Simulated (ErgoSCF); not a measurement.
# AlH2S (SMILES [AlH][SH]) at UB3LYP/Turbomole-SVP

What is the energy change on altering one bond length of AlH2S at UB3LYP/Turbomole-SVP? 

Program for the calculation: ErgoSCF 3.8.

7 further runs of the same task are left out: 2 that didn't finish, 5 set aside as unsound or not needed.

## (1) Starting point

AlH2S has 4 atoms, charge 0, and is taken as a doublet. As SMILES, `[AlH][SH]`. The shape comes from GFN2-xTB, which is rough for such elements, and wasn't checked as a minimum.

Bond lengths: Al1–S2 2.218 Å, Al1–H3 1.573 Å, S2–H4 1.329 Å. Angles: Al1–S2–H4 93.0°, S2–Al1–H3 118.4°.

## (2) The energy at UB3LYP/Turbomole-SVP

Contents of molecule.xyz:

```xyz
4

Al     0.020450    -1.017690    -0.287090
S      0.929090     0.997900    -0.109060
H     -0.780810    -1.587390     0.940650
H     -0.168730     1.607180    -0.544510
```

Started as:

```console
ergo -m molecule.xyz -e 'set_nthreads(1)' -e 'XC.type = "GC2"' -e 'basis = "Turbomole-SVP"' -e 'scf.convergence_threshold = 1e-06' -e 'scf.output_mulliken_pop = 1' -e 'scf.max_number_of_iterations = 150' -e 'charge = 0' -e 'tmpdir = "."' -e 'spin_polarization = 1' -e 'scf.use_diagonalization = 1' -e 'run "B3LYP-G"'
```

Log:

```text
[...]
INDF Weighted mixed functional:
[...]
INSC Energy   1 =       -338.64604144938
[...]
INDE E_LUMO =         -0.08754182311
[...]
INSC Energy  17 =       -641.61707198799  ( diff     -0.000000000028763 )
[...]
RESC CONVERGED after  17 iterations.
RESC FINAL ENERGY:       -641.61707198799
RESC FINAL <S2> =          0.75256974947
[...]
INSC SCF: dipole_moment_x [atomic units] =      -0.41226776
INSC SCF: dipole_moment_y [atomic units] =      -0.53574909
INSC SCF: dipole_moment_z [atomic units] =      -0.52750599
[...]
```

It took 9.3 s on 1 thread of Arm Neoverse V2, shared host.

## (3) The distorted shape

Contents of molecule.xyz:

```xyz
4

Al    -0.059668    -1.074654    -0.164329
S      0.848972     0.940936     0.013701
H     -0.780810    -1.587390     0.940650
H     -0.248848     1.550216    -0.421749
```

Started as:

```console
ergo -m molecule.xyz -e 'set_nthreads(1)' -e 'basis = "Turbomole-SVP"' -e 'scf.output_mulliken_pop = 1' -e 'tmpdir = "."' -e 'scf.convergence_threshold = 1e-06' -e 'XC.type = "GC2"' -e 'scf.max_number_of_iterations = 150' -e 'spin_polarization = 1' -e 'scf.use_diagonalization = 1' -e 'run "B3LYP-G"'
```

Log:

```text
[...]
INDF Weighted mixed functional:
[...]
INSC Energy   1 =       -339.08986890087
[...]
INDE E_LUMO =         -0.08247098589
[...]
INSC Energy  16 =       -641.60695810101  ( diff     -0.000000000099931 )
[...]
RESC CONVERGED after  16 iterations.
RESC FINAL ENERGY:       -641.60695810101
RESC FINAL <S2> =          0.75192070710
[...]
INSC SCF: dipole_moment_x [atomic units] =      -0.48900890
INSC SCF: dipole_moment_y [atomic units] =      -0.59963378
INSC SCF: dipole_moment_z [atomic units] =      -0.41988577
[...]
```

Wall time 8.7 s (1 thread of Arm Neoverse V2, shared host).

## (4) Summary of results

At UB3LYP/Turbomole-SVP:

| quantity | value |
| --- | --- |
| first shape: total energy | -641.61707 Eh |
| first shape: dipole moment | 2.18 D |
| first shape: ⟨S²⟩ | 0.753 |
| distorted shape: total energy | -641.60696 Eh |
| distorted shape: dipole moment | 2.24 D |
| distorted shape: ⟨S²⟩ | 0.752 |
| energy change with the Al1–H3 bond shortened from 1.573 to 1.416 Å | 0.275 eV |

With the Al1–H3 bond shortened from 1.573 to 1.416 Å the energy rises by 0.28 eV (26.6 kJ/mol). The first shape isn't relaxed at this level, so the change isn't measured from a minimum. Mulliken charges (first shape) run from -0.40 on S2 to +0.70 on Al1.
